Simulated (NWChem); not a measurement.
System: CH6Si; SMILES C[SiH3]

Excerpt of the output:

```
             Northwest Computational Chemistry Package (NWChem) 7.3.0
             --------------------------------------------------------

                             Geometry "geometry" -> ""
                             -------------------------

 Output coordinates in angstroms (scale by  1.889725989 to convert to a.u.)

  No.       Tag          Charge          X              Y              Z
 ---- ---------------- ---------- -------------- -------------- --------------
    1 Si                  14.0000     0.00000000     0.00000000     0.62599000
    2 C                    6.0000     0.00000000     0.00000000    -1.26465700
    3 H                    1.0000    -1.06342500    -0.92315000     1.15952800
    4 H                    1.0000    -0.26775900     1.38252800     1.15952800
    5 H                    1.0000     1.33118400    -0.45937800     1.15952800
    6 H                    1.0000     0.19703300    -1.01730200    -1.65839900
    7 H                    1.0000     0.78249300     0.67928600    -1.65839900
    8 H                    1.0000    -0.97952600     0.33801600    -1.65839900

 Effective nuclear repulsion energy (a.u.)      62.1096881728

                                 NWChem DFT Module
                                 -----------------

 Summary of "ao basis" -> "ao basis" (spherical)
 ------------------------------------------------------------------------------
       Tag                 Description            Shells   Functions and Types
 ---------------- ------------------------------  ------  ---------------------
 Si                          6-31g*                  8       18   4s3p1d
 C                           6-31g*                  6       14   3s2p1d
 H                           6-31g*                  2        2   2s

 in cosmo_initialize ...
 calling solv_data for solv:dmso

 solvent parameters
 solvname_short: dmso
 solvname_long:  dimethylsulfoxide
 dielec:       46.8260
 dielecinf:     2.0079
 nonaqueous SMD model solvent descriptors
 dielec:       46.8260
 sola:          0.0000
 solb:          0.8800
 solc:          0.0000
 solg:         61.7800
 solh:          0.0000
 soln:          1.4170

          ---------------
          -cosmo- solvent
          ---------------
 Cosmo: York-Karplus, doi: 10.1021/jp992097l
 dielectric constant -eps-     =  46.83
 screen = (eps-1)/(eps    )    =   0.97864
 surface charge correction     = lagrangian

   van der Waals surface
 --------------------------

 ---------- ATOMIC COORDINATES (A.U.) ------------ VDWR(ANG.) --
     1    0.00000000    0.00000000    1.18294957     2.470
     2    0.00000000    0.00000000   -2.38985520     1.850
     3   -2.00958186   -1.74450055    2.19119020     1.200
     4   -0.50599114    2.61259909    2.19119020     1.200
     5    2.51557300   -0.86809855    2.19119020     1.200
     6    0.37233838   -1.92242203   -3.13391969     1.200
     7    1.47869736    1.28366441   -3.13391969     1.200
     8   -1.85103574    0.63875762   -3.13391969     1.200
 number of segments per atom =        128
 number of   points per atom =        128
 atom (   nspa,  nppa )
 ----------------------
    1 (     99,     0 )       0
    2 (     45,     0 )       0
    3 (     35,     0 )       0
    4 (     33,     0 )       0
    5 (     35,     0 )       0
    6 (     53,     0 )       0
    7 (     55,     0 )       0
    8 (     55,     0 )       0
 number of -cosmo- surface points =      410
 molecular surface =     95.000 angstrom**2
 molecular volume  =     76.167 angstrom**3
 -lineq- algorithm             =   0
 -bem- low  level              =   3
 -bem- from -octahedral-
 gaussian surface charge width =   4.50000
 degree of switching           =   1.00000
 switching function tolerance  =   0.00010
 atomic radii =
 --------------
    1 14.000  2.470
    2  6.000  1.850
    3  1.000  1.200
    4  1.000  1.200
    5  1.000  1.200
    6  1.000  1.200
    7  1.000  1.200
    8  1.000  1.200
 ...... end of -cosmo- initialization ......

 nat:                     8
 ixmem:                  3618
 calling mnsol_interface()
 G(SMD-CDS) energy (kcal/mol)  =     1.245
 SMD-CDS SASA (angstrom**2)    =   115.572

[...]

                                COSMO-SMD solvation results
                                ---------------------------

             internal energy in gas <Psi(g)|H|Psi(g)> =      -331.207818922040
         internal energy in solvent <Psi(s)|H|Psi(s)> =      -331.207659509957
                               delta internal energy  =         0.000159412083 (    0.10 kcal/mol)
   total free energy in solvent <Psi(s)|H+V/2|Psi(s)> =      -331.209143136968
 polarization energy contribution <Psi(s)|V/2|Psi(s)> =        -0.001483627010 (   -0.93 kcal/mol)
    total free energy in solvent including G(SMD-CDS) =      -331.207159852799
                       G(SMD-CDS) energy contribution =         0.001983284169 (    1.24 kcal/mol)
     1 M fixed-concentration free energy of solvation =         0.000659069242 (    0.41 kcal/mol)

                       DFT Final Molecular Orbital Analysis
                       ------------------------------------

 Vector   11  Occ=2.000000D+00  E=-3.356006D-01
              MO Center=  9.9D-02, -4.0D-01,  7.2D-01, r^2= 2.8D+00
   Bfn.  Coefficient  Atom+Function         Bfn.  Coefficient  Atom+Function
  ----- ------------  ---------------      ----- ------------  ---------------
     7      0.357572  1 Si px                38      0.280057  5 H  s
    34     -0.271322  3 H  s                 37      0.237542  5 H  s
    33     -0.230179  3 H  s                 21     -0.157036  2 C  px
     3     -0.149183  1 Si px                43      0.095961  8 H  s
    41     -0.093047  7 H  s                 44      0.091733  8 H  s

 Vector   12  Occ=2.000000D+00  E=-3.355850D-01
              MO Center= -1.0D-01,  4.0D-01,  7.2D-01, r^2= 2.8D+00
   Bfn.  Coefficient  Atom+Function         Bfn.  Coefficient  Atom+Function
  ----- ------------  ---------------      ----- ------------  ---------------
     8      0.357607  1 Si py                36      0.318361  4 H  s
    35      0.270026  4 H  s                 34     -0.166861  3 H  s
    22     -0.156985  2 C  py                38     -0.151592  5 H  s
     4     -0.149194  1 Si py                33     -0.141483  3 H  s
    37     -0.128625  5 H  s                 39      0.109064  6 H  s

 Vector   13  Occ=2.000000D+00  E=-3.223335D-01
              MO Center=  1.9D-04,  1.7D-04, -4.2D-01, r^2= 2.3D+00
   Bfn.  Coefficient  Atom+Function         Bfn.  Coefficient  Atom+Function
  ----- ------------  ---------------      ----- ------------  ---------------
    23      0.423494  2 C  pz                 9     -0.381495  1 Si pz
    27      0.246096  2 C  pz                 5      0.161806  1 Si pz
    24      0.106357  2 C  s                 34     -0.098352  3 H  s
    36     -0.098599  4 H  s                 38     -0.098609  5 H  s
    13     -0.088295  1 Si pz                33     -0.086256  3 H  s

 Vector   14  Occ=0.000000D+00  E= 3.882640D-02
              MO Center= -9.7D-05, -3.1D-06,  6.1D-01, r^2= 4.9D+00
   Bfn.  Coefficient  Atom+Function         Bfn.  Coefficient  Atom+Function
  ----- ------------  ---------------      ----- ------------  ---------------
    13      1.291093  1 Si pz                24      1.264131  2 C  s
    27      0.342322  2 C  pz                10     -0.331448  1 Si s
    34     -0.239492  3 H  s                 36     -0.239543  4 H  s
    38     -0.239773  5 H  s                  9      0.235261  1 Si pz
    40     -0.145612  6 H  s                 42     -0.145447  7 H  s

 Vector   15  Occ=0.000000D+00  E= 7.518639D-02
              MO Center= -1.7D-01, -2.7D-01,  5.3D-01, r^2= 4.0D+00
   Bfn.  Coefficient  Atom+Function         Bfn.  Coefficient  Atom+Function
  ----- ------------  ---------------      ----- ------------  ---------------
    12      1.188194  1 Si py                36     -1.043701  4 H  s
    38      0.886590  5 H  s                 11     -0.769076  1 Si px
     8      0.304712  1 Si py                 7     -0.197307  1 Si px
    34      0.157724  3 H  s                 40      0.151046  6 H  s
    35     -0.135577  4 H  s                 44     -0.128541  8 H  s

 Vector   16  Occ=0.000000D+00  E= 7.521051D-02
              MO Center=  1.7D-01,  2.7D-01,  5.3D-01, r^2= 4.0D+00
   Bfn.  Coefficient  Atom+Function         Bfn.  Coefficient  Atom+Function
  ----- ------------  ---------------      ----- ------------  ---------------
    11      1.188198  1 Si px                34      1.114521  3 H  s
    12      0.768983  1 Si py                38     -0.693439  5 H  s
    36     -0.420698  4 H  s                  7      0.304633  1 Si px
     8      0.197416  1 Si py                42     -0.161612  7 H  s
    33      0.144793  3 H  s                 14      0.125097  1 Si d -2

     Multipole analysis of the density
     ---------------------------------

     L   x y z        total         alpha         beta         nuclear
     -   - - -        -----         -----         ----         -------
     0   0 0 0     -0.000000    -13.000000    -13.000000     26.000000

     1   1 0 0      0.000143      0.000071      0.000071      0.000000
     1   0 1 0      0.000181      0.000090      0.000090      0.000000
     1   0 0 1     -0.423062      0.091482      0.091482     -0.606026

     2   2 0 0    -17.028836    -16.701452    -16.701452     16.374069
     2   1 1 0      0.000352      0.000178      0.000178     -0.000004
     2   1 0 1      0.000125      0.000062      0.000062      0.000000
     2   0 2 0    -17.028197    -16.701130    -16.701130     16.374063
     2   0 1 1     -0.000509     -0.000254     -0.000254      0.000000
     2   0 0 2    -17.060255    -57.394090    -57.394090     97.727924
```

Level: B3LYP/6-31G* (spherical d), SMD on the gas-phase geometry. Geometry: optimised at PBE-D3(BJ)/def2-SVP. Solvent: dimethyl sulfoxide.

**Question.** Which NWChem input produces such a log?

**Answer.** One answer among several that fit: the input that was run:
```
start job
memory heap 200 mb stack 900 mb global 1100 mb
geometry units angstroms noautosym nocenter noautoz
  Si     0.000000     0.000000     0.625990
  C      0.000000     0.000000    -1.264657
  H     -1.063425    -0.923150     1.159528
  H     -0.267759     1.382528     1.159528
  H      1.331184    -0.459378     1.159528
  H      0.197033    -1.017302    -1.658399
  H      0.782493     0.679286    -1.658399
  H     -0.979526     0.338016    -1.658399
end
basis spherical
  * library 6-31g*
end
dft
  xc b3lyp
  iterations 150
end
cosmo
  do_cosmo_smd true
  solvent dmso
end
task dft energy
```
